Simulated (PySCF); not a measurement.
# C4H8P+: magnetic properties

What do calculations give for the magnetic properties of C4H8P+ (`CC[PH+]1C=C1`)?

Computed with PySCF 2.14.0 and routines of our own; the level stands in each step. Atoms count from 0.

## Step 1: The starting structure

13 atoms, charge 1, multiplicity 1; geometry from: PBE0-D3(BJ)/def2-SVP.

## Step 2: Magnetic properties: GIAO B3LYP/pcSseg-1

The job: settings as JSON, then the geometry in Å.

```
{"job": {"kind": "mag", "xc": "B3LYP", "basis": "pcSseg-1"}, "charge": 1, "multiplicity": 1}
C     -1.526094    -0.515472     0.434145
C     -0.997037     0.674410    -0.352524
P      0.801912     0.687864    -0.485081
C      1.865541    -0.074914     0.683935
C      1.787945    -0.762703    -0.444139
H     -2.622286    -0.453659     0.478232
H     -1.151802    -0.524302     1.468268
H     -1.266067    -1.472197    -0.041833
H     -1.269815     1.640875     0.106930
H     -1.374930     0.697914    -1.389880
H      1.298236     1.803166    -1.193397
H      2.321702    -0.039900     1.675742
H      2.140300    -1.656329    -0.964189
```

With the program's defaults for keys left out, this is: GIAO B3LYP/pcSseg-1 magnetisability, rotational g tensor and spin-rotation constants, non-relativistic, gas phase.

Command:

```
$ OMP_NUM_THREADS=1 python excited_run.py task.json out
```

This one command runs all jobs of the session in turn.

Output:

```text
coarse grid: 10928 points
cycle   1  E = -498.1711115920  dE =  8.817e-01  |g| = 3.857e-01  |ddm| = 3.176e+00
cycle   2  E = -498.1492560283  dE =  2.186e-02  |g| = 4.793e-01  |ddm| = 8.575e-01
cycle   3  E = -498.2089598075  dE = -5.970e-02  |g| = 4.039e-02  |ddm| = 5.111e-01
cycle   4  E = -498.2092998676  dE = -3.401e-04  |g| = 2.261e-02  |ddm| = 7.145e-02
cycle   5  E = -498.2094396450  dE = -1.398e-04  |g| = 5.671e-03  |ddm| = 2.907e-02
cycle   6  E = -498.2094472841  dE = -7.639e-06  |g| = 1.253e-03  |ddm| = 5.709e-03
final grid: 99736 points
cycle   7  E = -498.2477772480  dE = -1.746e-05  |g| = 5.831e-03  |ddm| = 1.437e-02
cycle   8  E = -498.2477725682  dE =  4.680e-06  |g| = 7.214e-03  |ddm| = 1.047e-02
cycle   9  E = -498.2477860706  dE = -1.350e-05  |g| = 4.791e-04  |ddm| = 5.939e-03
cycle  10  E = -498.2477861233  dE = -5.271e-08  |g| = 1.443e-04  |ddm| = 5.855e-04
cycle  11  E = -498.2477861274  dE = -4.064e-09  |g| = 7.133e-05  |ddm| = 1.680e-04
cycle  12  E = -498.2477861286  dE = -1.226e-09  |g| = 1.973e-05  |ddm| = 6.717e-05
cycle  13  E = -498.2477861287  dE = -9.345e-11  |g| = 4.072e-06  |ddm| = 2.098e-05
converged SCF energy = -498.2477861287

Magnetisability tensor (1e-30 J/T^2)
    -1033.75     -157.18      113.47
     -157.18     -920.48       93.90
      113.47       93.90     -849.40
isotropic -934.54   principal values   -1204.89   -814.46   -784.28
isotropic susceptibility -56.280 1e-6 cm^3/mol

Inertial axes            a          b          c
rot. const./GHz      7.5529     2.9921     2.5431
chi total           -61.923    -59.683    -47.233
chi diamagnetic    -241.089   -484.042   -557.203
chi paramagnetic    179.166    424.360    509.970
quadrupole/D A        5.484     -1.767     -3.717
g nuclear            0.6620     0.6098     0.6070
g electronic        -0.6357    -0.5965    -0.6093
g total              0.0262     0.0132    -0.0022

Spin-rotation constants (kHz, H = +C I.J)
atom  isotope        aa         bb         cc
  2    31P        5.410      3.524      4.324
  5     1H        0.118     -0.367     -0.314
  6     1H       -0.809     -0.287     -0.126
  7     1H       -0.810     -0.285     -0.128
  8     1H       -0.695     -0.289     -0.113
  9     1H       -0.702     -0.291     -0.108
 10     1H       -0.832      0.058     -0.284
 11     1H       -0.611     -0.197      0.020
 12     1H       -0.601     -0.204      0.022
  0    13C*       1.046      0.406      0.307
  1    13C*       1.089      0.366      0.455
  3    13C*       2.114      1.048      0.831
* in the singly substituted isotopologue
```

Wall time 12 s (1 thread of Arm Neoverse V1, shared host); peak memory 0.59 GiB.

In short:

```csv
quantity,value
magnetisability,-935·10⁻³⁰ J/T²
molar susceptibility,-56.3·10⁻⁶ cm³/mol
"rotational g (a, b, c)","0.0262, 0.0132, -0.0022"
```

## Step 3: Magnetic properties: GIAO HCTH407/pcSseg-1

The job, as its differences from that of step 2:

```diff
@@ -1,2 +1,2 @@
-{"job": {"kind": "mag", "xc": "B3LYP", "basis": "pcSseg-1"}, "charge": 1, "multiplicity": 1}
+{"job": {"kind": "mag", "xc": "HCTH407", "basis": "pcSseg-1"}, "charge": 1, "multiplicity": 1}
 C     -1.526094    -0.515472     0.434145
```

With the program's defaults for keys left out, this is: GIAO HCTH407/pcSseg-1 magnetisability, rotational g tensor and spin-rotation constants, non-relativistic, gas phase.

Output:

```text
coarse grid: 10928 points
cycle   1  E = -498.1900348696  dE =  7.420e-01  |g| = 4.590e-01  |ddm| = 3.243e+00
cycle   2  E = -498.0911970224  dE =  9.884e-02  |g| = 7.473e-01  |ddm| = 1.211e+00
cycle   3  E = -498.2466383470  dE = -1.554e-01  |g| = 6.413e-02  |ddm| = 8.565e-01
cycle   4  E = -498.2476544099  dE = -1.016e-03  |g| = 3.520e-02  |ddm| = 1.303e-01
cycle   5  E = -498.2480060837  dE = -3.517e-04  |g| = 8.026e-03  |ddm| = 4.578e-02
cycle   6  E = -498.2480223860  dE = -1.630e-05  |g| = 1.763e-03  |ddm| = 8.996e-03
cycle   7  E = -498.2480231277  dE = -7.416e-07  |g| = 5.705e-04  |ddm| = 1.873e-03
final grid: 99736 points
cycle   8  E = -498.2738971552  dE = -8.038e-05  |g| = 6.375e-03  |ddm| = 3.281e-02
cycle   9  E = -498.2738820698  dE =  1.509e-05  |g| = 9.758e-03  |ddm| = 1.380e-02
cycle  10  E = -498.2739070857  dE = -2.502e-05  |g| = 1.564e-03  |ddm| = 9.026e-03
cycle  11  E = -498.2739073362  dE = -2.505e-07  |g| = 1.213e-03  |ddm| = 2.059e-03
cycle  12  E = -498.2739077236  dE = -3.874e-07  |g| = 1.283e-04  |ddm| = 9.417e-04
cycle  13  E = -498.2739077282  dE = -4.581e-09  |g| = 5.088e-05  |ddm| = 2.162e-04
cycle  14  E = -498.2739077289  dE = -7.217e-10  |g| = 1.349e-05  |ddm| = 6.621e-05
converged SCF energy = -498.2739077289

Magnetisability tensor (1e-30 J/T^2)
    -1018.51     -158.08      113.93
     -158.08     -905.91       93.60
      113.93       93.60     -835.35
isotropic -919.92   principal values   -1190.89   -798.52   -770.36
isotropic susceptibility -55.399 1e-6 cm^3/mol

Inertial axes            a          b          c
rot. const./GHz      7.5529     2.9921     2.5431
chi total           -61.003    -58.800    -46.394
chi diamagnetic    -240.299   -483.055   -556.133
chi paramagnetic    179.296    424.255    509.739
quadrupole/D A        5.755     -1.832     -3.923
g nuclear            0.6620     0.6098     0.6070
g electronic        -0.6362    -0.5964    -0.6090
g total              0.0258     0.0134    -0.0020

Spin-rotation constants (kHz, H = +C I.J)
atom  isotope        aa         bb         cc
  2    31P        5.402      3.514      4.221
  5     1H        0.127     -0.364     -0.312
  6     1H       -0.799     -0.284     -0.123
  7     1H       -0.800     -0.282     -0.124
  8     1H       -0.686     -0.283     -0.107
  9     1H       -0.693     -0.285     -0.102
 10     1H       -0.827      0.063     -0.280
 11     1H       -0.610     -0.197      0.025
 12     1H       -0.600     -0.204      0.026
  0    13C*       1.038      0.398      0.306
  1    13C*       1.078      0.361      0.449
  3    13C*       2.024      0.999      0.808
* in the singly substituted isotopologue
```

It took 17 s on 1 thread of Arm Neoverse V1, shared host; peak memory 0.57 GiB.

From this job:

```csv
quantity,value
magnetisability,-920·10⁻³⁰ J/T²
molar susceptibility,-55.4·10⁻⁶ cm³/mol
"rotational g (a, b, c)","0.0258, 0.0134, -0.0020"
```

## Step 4: Magnetic properties: GIAO HSE06/pcSseg-1

The job, as its differences from that of step 3:

```diff
@@ -1,2 +1,2 @@
-{"job": {"kind": "mag", "xc": "HCTH407", "basis": "pcSseg-1"}, "charge": 1, "multiplicity": 1}
+{"job": {"kind": "mag", "xc": "HSE06", "basis": "pcSseg-1"}, "charge": 1, "multiplicity": 1}
 C     -1.526094    -0.515472     0.434145
```

With the program's defaults for keys left out, this is: GIAO HSE06/pcSseg-1 magnetisability, rotational g tensor and spin-rotation constants, non-relativistic, gas phase.

Output:

```text
coarse grid: 10928 points
cycle   1  E = -497.8604146810  dE =  8.827e-01  |g| = 3.607e-01  |ddm| = 3.184e+00
cycle   2  E = -497.8426921872  dE =  1.772e-02  |g| = 4.400e-01  |ddm| = 8.154e-01
cycle   3  E = -497.8936115108  dE = -5.092e-02  |g| = 4.319e-02  |ddm| = 4.969e-01
cycle   4  E = -497.8940348819  dE = -4.234e-04  |g| = 2.205e-02  |ddm| = 7.714e-02
cycle   5  E = -497.8941713525  dE = -1.365e-04  |g| = 5.717e-03  |ddm| = 3.092e-02
cycle   6  E = -497.8941790226  dE = -7.670e-06  |g| = 1.210e-03  |ddm| = 5.891e-03
final grid: 99736 points
cycle   7  E = -497.9303057385  dE = -2.386e-05  |g| = 6.234e-03  |ddm| = 1.990e-02
cycle   8  E = -497.9303001760  dE =  5.563e-06  |g| = 7.564e-03  |ddm| = 1.115e-02
cycle   9  E = -497.9303149081  dE = -1.473e-05  |g| = 5.137e-04  |ddm| = 6.584e-03
cycle  10  E = -497.9303149546  dE = -4.650e-08  |g| = 2.168e-04  |ddm| = 7.253e-04
cycle  11  E = -497.9303149652  dE = -1.067e-08  |g| = 7.308e-05  |ddm| = 2.231e-04
cycle  12  E = -497.9303149793  dE = -1.404e-08  |g| = 2.331e-05  |ddm| = 7.237e-05
cycle  13  E = -497.9303149794  dE = -1.377e-10  |g| = 2.609e-06  |ddm| = 2.444e-05
converged SCF energy = -497.9303149794

Magnetisability tensor (1e-30 J/T^2)
    -1042.95     -159.96      115.16
     -159.96     -927.96       93.04
      115.16       93.04     -858.20
isotropic -943.04   principal values   -1216.40   -819.23   -793.49
isotropic susceptibility -56.791 1e-6 cm^3/mol

Inertial axes            a          b          c
rot. const./GHz      7.5529     2.9921     2.5431
chi total           -62.471    -60.115    -47.787
chi diamagnetic    -240.614   -483.545   -556.605
chi paramagnetic    178.143    423.430    508.818
quadrupole/D A        5.566     -1.722     -3.844
g nuclear            0.6620     0.6098     0.6070
g electronic        -0.6321    -0.5952    -0.6079
g total              0.0299     0.0146    -0.0009

Spin-rotation constants (kHz, H = +C I.J)
atom  isotope        aa         bb         cc
  2    31P        5.176      3.424      4.233
  5     1H        0.106     -0.364     -0.311
  6     1H       -0.803     -0.288     -0.127
  7     1H       -0.804     -0.286     -0.128
  8     1H       -0.691     -0.289     -0.113
  9     1H       -0.697     -0.291     -0.108
 10     1H       -0.826      0.057     -0.282
 11     1H       -0.603     -0.193      0.019
 12     1H       -0.592     -0.200      0.021
  0    13C*       0.987      0.384      0.286
  1    13C*       1.022      0.342      0.430
  3    13C*       2.074      1.032      0.806
* in the singly substituted isotopologue
```

Wall time 23 s (1 thread of Arm Neoverse V1, shared host); peak memory 0.67 GiB.

Key values:

```csv
quantity,value
magnetisability,-943·10⁻³⁰ J/T²
molar susceptibility,-56.8·10⁻⁶ cm³/mol
"rotational g (a, b, c)","0.0299, 0.0146, -0.0009"
```

## Step 5: Magnetic properties: GIAO OPBE/pcSseg-1

The job, as its differences from that of step 4:

```diff
@@ -1,2 +1,2 @@
-{"job": {"kind": "mag", "xc": "HSE06", "basis": "pcSseg-1"}, "charge": 1, "multiplicity": 1}
+{"job": {"kind": "mag", "xc": "OPBE", "basis": "pcSseg-1"}, "charge": 1, "multiplicity": 1}
 C     -1.526094    -0.515472     0.434145
```

With the program's defaults for keys left out, this is: GIAO OPBE/pcSseg-1 magnetisability, rotational g tensor and spin-rotation constants, non-relativistic, gas phase.

Output:

```text
coarse grid: 10928 points
cycle   1  E = -498.0724066493  dE =  7.391e-01  |g| = 4.353e-01  |ddm| = 3.276e+00
cycle   2  E = -497.9853914187  dE =  8.702e-02  |g| = 7.040e-01  |ddm| = 1.170e+00
cycle   3  E = -498.1221175677  dE = -1.367e-01  |g| = 6.544e-02  |ddm| = 8.255e-01
cycle   4  E = -498.1231889170  dE = -1.071e-03  |g| = 3.695e-02  |ddm| = 1.358e-01
cycle   5  E = -498.1235758971  dE = -3.870e-04  |g| = 7.433e-03  |ddm| = 4.662e-02
cycle   6  E = -498.1235894587  dE = -1.356e-05  |g| = 1.888e-03  |ddm| = 8.334e-03
cycle   7  E = -498.1235903093  dE = -8.506e-07  |g| = 5.231e-04  |ddm| = 1.873e-03
final grid: 99736 points
cycle   8  E = -498.1418163022  dE = -1.091e-04  |g| = 1.349e-02  |ddm| = 4.727e-02
cycle   9  E = -498.1417254429  dE =  9.086e-05  |g| = 2.252e-02  |ddm| = 3.809e-02
cycle  10  E = -498.1418664111  dE = -1.410e-04  |g| = 2.030e-03  |ddm| = 2.542e-02
cycle  11  E = -498.1418672501  dE = -8.390e-07  |g| = 1.279e-03  |ddm| = 3.821e-03
cycle  12  E = -498.1418676742  dE = -4.241e-07  |g| = 3.445e-04  |ddm| = 1.266e-03
cycle  13  E = -498.1418677050  dE = -3.079e-08  |g| = 1.224e-04  |ddm| = 4.150e-04
cycle  14  E = -498.1418677091  dE = -4.049e-09  |g| = 2.080e-05  |ddm| = 1.210e-04
cycle  15  E = -498.1418677092  dE = -9.879e-11  |g| = 6.240e-06  |ddm| = 2.688e-05
converged SCF energy = -498.1418677092

Magnetisability tensor (1e-30 J/T^2)
    -1026.09     -159.35      114.66
     -159.35     -911.63       92.18
      114.66       92.18     -842.78
isotropic -926.83   principal values   -1198.77   -803.15   -778.59
isotropic susceptibility -55.815 1e-6 cm^3/mol

Inertial axes            a          b          c
rot. const./GHz      7.5529     2.9921     2.5431
chi total           -61.456    -59.099    -46.890
chi diamagnetic    -239.782   -482.536   -555.507
chi paramagnetic    178.326    423.437    508.617
quadrupole/D A        5.817     -1.772     -4.045
g nuclear            0.6620     0.6098     0.6070
g electronic        -0.6328    -0.5952    -0.6077
g total              0.0292     0.0145    -0.0006

Spin-rotation constants (kHz, H = +C I.J)
atom  isotope        aa         bb         cc
  2    31P        5.263      3.434      4.115
  5     1H        0.117     -0.363     -0.311
  6     1H       -0.797     -0.285     -0.123
  7     1H       -0.798     -0.283     -0.124
  8     1H       -0.686     -0.285     -0.108
  9     1H       -0.693     -0.287     -0.103
 10     1H       -0.823      0.064     -0.279
 11     1H       -0.608     -0.195      0.023
 12     1H       -0.597     -0.202      0.025
  0    13C*       0.987      0.379      0.288
  1    13C*       1.020      0.340      0.426
  3    13C*       1.981      0.979      0.779
* in the singly substituted isotopologue
```

It took 18 s on 1 thread of Arm Neoverse V1, shared host; peak memory 0.51 GiB.

From this job:

```csv
quantity,value
magnetisability,-927·10⁻³⁰ J/T²
molar susceptibility,-55.8·10⁻⁶ cm³/mol
"rotational g (a, b, c)","0.0292, 0.0145, -0.0006"
```

## Step 6: Magnetic properties: GIAO B97-2/pcSseg-1

The job, as its differences from that of step 5:

```diff
@@ -1,2 +1,2 @@
-{"job": {"kind": "mag", "xc": "OPBE", "basis": "pcSseg-1"}, "charge": 1, "multiplicity": 1}
+{"job": {"kind": "mag", "xc": "B97-2", "basis": "pcSseg-1"}, "charge": 1, "multiplicity": 1}
 C     -1.526094    -0.515472     0.434145
```

Method: GIAO B97-2/pcSseg-1 magnetisability, rotational g tensor and spin-rotation constants, non-relativistic, gas phase.

Output:

```text
coarse grid: 10928 points
cycle   1  E = -498.1399473643  dE =  8.786e-01  |g| = 3.330e-01  |ddm| = 3.181e+00
cycle   2  E = -498.1302692511  dE =  9.678e-03  |g| = 3.864e-01  |ddm| = 7.574e-01
cycle   3  E = -498.1697206002  dE = -3.945e-02  |g| = 3.682e-02  |ddm| = 4.290e-01
cycle   4  E = -498.1700193674  dE = -2.988e-04  |g| = 1.865e-02  |ddm| = 6.181e-02
cycle   5  E = -498.1701158442  dE = -9.648e-05  |g| = 4.743e-03  |ddm| = 2.542e-02
cycle   6  E = -498.1701212898  dE = -5.446e-06  |g| = 1.114e-03  |ddm| = 5.011e-03
final grid: 99736 points
cycle   7  E = -498.1940618505  dE = -3.686e-05  |g| = 2.434e-03  |ddm| = 1.857e-02
cycle   8  E = -498.1940615174  dE =  3.331e-07  |g| = 2.354e-03  |ddm| = 3.910e-03
cycle   9  E = -498.1940629022  dE = -1.385e-06  |g| = 4.739e-04  |ddm| = 2.258e-03
cycle  10  E = -498.1940629515  dE = -4.925e-08  |g| = 1.523e-04  |ddm| = 5.066e-04
cycle  11  E = -498.1940629573  dE = -5.793e-09  |g| = 4.719e-05  |ddm| = 1.756e-04
cycle  12  E = -498.1940629577  dE = -4.771e-10  |g| = 1.820e-05  |ddm| = 4.382e-05
converged SCF energy = -498.1940629577

Magnetisability tensor (1e-30 J/T^2)
    -1034.43     -157.40      113.35
     -157.40     -921.31       91.79
      113.35       91.79     -852.46
isotropic -936.07   principal values   -1205.20   -814.38   -788.62
isotropic susceptibility -56.371 1e-6 cm^3/mol

Inertial axes            a          b          c
rot. const./GHz      7.5529     2.9921     2.5431
chi total           -61.963    -59.656    -47.494
chi diamagnetic    -240.386   -483.320   -556.409
chi paramagnetic    178.423    423.664    508.914
quadrupole/D A        5.546     -1.737     -3.810
g nuclear            0.6620     0.6098     0.6070
g electronic        -0.6331    -0.5955    -0.6080
g total              0.0289     0.0142    -0.0010

Spin-rotation constants (kHz, H = +C I.J)
atom  isotope        aa         bb         cc
  2    31P        5.204      3.402      4.190
  5     1H        0.112     -0.364     -0.311
  6     1H       -0.803     -0.287     -0.125
  7     1H       -0.803     -0.285     -0.127
  8     1H       -0.691     -0.288     -0.113
  9     1H       -0.697     -0.290     -0.108
 10     1H       -0.826      0.057     -0.282
 11     1H       -0.605     -0.194      0.019
 12     1H       -0.595     -0.201      0.020
  0    13C*       0.998      0.386      0.291
  1    13C*       1.032      0.344      0.429
  3    13C*       2.040      1.012      0.791
* in the singly substituted isotopologue
```

It took 11 s on 1 thread of Arm Neoverse V1, shared host; peak memory 0.65 GiB.

In short:

```csv
quantity,value
magnetisability,-936·10⁻³⁰ J/T²
molar susceptibility,-56.4·10⁻⁶ cm³/mol
"rotational g (a, b, c)","0.0289, 0.0142, -0.0010"
```

## Step 7: Magnetic properties: GIAO LC-wPBE/pcSseg-1

The job, as its differences from that of step 6:

```diff
@@ -1,2 +1,2 @@
-{"job": {"kind": "mag", "xc": "B97-2", "basis": "pcSseg-1"}, "charge": 1, "multiplicity": 1}
+{"job": {"kind": "mag", "xc": "LC-wPBE", "basis": "pcSseg-1"}, "charge": 1, "multiplicity": 1}
 C     -1.526094    -0.515472     0.434145
```

Method: GIAO LC-wPBE/pcSseg-1 magnetisability, rotational g tensor and spin-rotation constants, non-relativistic, gas phase.

Output:

```text
coarse grid: 10928 points
cycle   1  E = -497.9321280191  dE =  1.226e+00  |g| = 3.452e-01  |ddm| = 3.101e+00
cycle   2  E = -497.9690547486  dE = -3.693e-02  |g| = 1.640e-01  |ddm| = 6.500e-01
cycle   3  E = -497.9748877629  dE = -5.833e-03  |g| = 3.508e-02  |ddm| = 1.839e-01
cycle   4  E = -497.9752014007  dE = -3.136e-04  |g| = 8.252e-03  |ddm| = 6.631e-02
cycle   5  E = -497.9752232451  dE = -2.184e-05  |g| = 3.491e-03  |ddm| = 1.349e-02
cycle   6  E = -497.9752268296  dE = -3.584e-06  |g| = 5.561e-04  |ddm| = 5.049e-03
final grid: 99736 points
cycle   7  E = -498.0173240706  dE = -3.893e-05  |g| = 5.960e-03  |ddm| = 2.423e-02
cycle   8  E = -498.0173270983  dE = -3.028e-06  |g| = 3.803e-03  |ddm| = 6.327e-03
cycle   9  E = -498.0173296230  dE = -2.525e-06  |g| = 2.710e-04  |ddm| = 2.821e-03
cycle  10  E = -498.0173296502  dE = -2.729e-08  |g| = 1.036e-04  |ddm| = 4.471e-04
cycle  11  E = -498.0173296540  dE = -3.782e-09  |g| = 2.119e-05  |ddm| = 1.895e-04
cycle  12  E = -498.0173296542  dE = -2.124e-10  |g| = 1.126e-05  |ddm| = 4.607e-05
converged SCF energy = -498.0173296542

Magnetisability tensor (1e-30 J/T^2)
    -1056.38     -162.61      116.85
     -162.61     -938.22       91.67
      116.85       91.67     -870.41
isotropic -955.00   principal values   -1231.28   -827.35   -806.39
isotropic susceptibility -57.512 1e-6 cm^3/mol

Inertial axes            a          b          c
rot. const./GHz      7.5529     2.9921     2.5431
chi total           -63.273    -60.698    -48.564
chi diamagnetic    -240.318   -483.567   -556.564
chi paramagnetic    177.045    422.869    508.000
quadrupole/D A        5.242     -1.507     -3.735
g nuclear            0.6620     0.6098     0.6070
g electronic        -0.6282    -0.5944    -0.6069
g total              0.0338     0.0153     0.0001

Spin-rotation constants (kHz, H = +C I.J)
atom  isotope        aa         bb         cc
  2    31P        4.887      3.288      4.159
  5     1H        0.086     -0.362     -0.308
  6     1H       -0.801     -0.289     -0.129
  7     1H       -0.801     -0.287     -0.130
  8     1H       -0.690     -0.292     -0.119
  9     1H       -0.696     -0.294     -0.115
 10     1H       -0.825      0.049     -0.286
 11     1H       -0.591     -0.188      0.011
 12     1H       -0.581     -0.195      0.013
  0    13C*       0.913      0.358      0.266
  1    13C*       0.945      0.311      0.392
  3    13C*       2.076      1.040      0.793
* in the singly substituted isotopologue
```

Wall time 21 s (1 thread of Arm Neoverse V1, shared host); peak memory 0.6 GiB.

Key values:

```csv
quantity,value
magnetisability,-955·10⁻³⁰ J/T²
molar susceptibility,-57.5·10⁻⁶ cm³/mol
"rotational g (a, b, c)","0.0338, 0.0153, 0.0001"
```

## Step 8: The levels compared

```csv
level,ξ (10⁻³⁰ J/T²),g(a),g(b),gap (eV),functions,time
GIAO B3LYP/pcSseg-1,-935,0.0262,0.0132,7.62,132,12 s
GIAO HCTH407/pcSseg-1,-920,0.0258,0.0134,5.85,132,17 s
GIAO HSE06/pcSseg-1,-943,0.0299,0.0146,7.28,132,23 s
GIAO OPBE/pcSseg-1,-927,0.0292,0.0145,5.85,132,18 s
GIAO B97-2/pcSseg-1,-936,0.0289,0.0142,7.77,132,11 s
GIAO LC-wPBE/pcSseg-1,-955,0.0338,0.0153,13.21,132,21 s
```

## Step 9: Results

| quantity | value |
| --- | --- |
| magnetisability (step 2, GIAO B3LYP/pcSseg-1) | -935·10⁻³⁰ J/T² |
| molar susceptibility (step 2, GIAO B3LYP/pcSseg-1) | -56.3·10⁻⁶ cm³/mol |
| rotational g (a, b, c) (step 2, GIAO B3LYP/pcSseg-1) | 0.0262, 0.0132, -0.0022 |
| magnetisability over the levels | -955 to -920·10⁻³⁰ J/T² |

For an ion, the motion of the centre of mass in the field is left out. The magnetisability spreads by 3.7 % over 6 levels, from GIAO LC-wPBE/pcSseg-1 (21 s) to GIAO HCTH407/pcSseg-1 (17 s); the runs took 11 s to 23 s. Vibrational averaging and real surroundings are missing from these values.
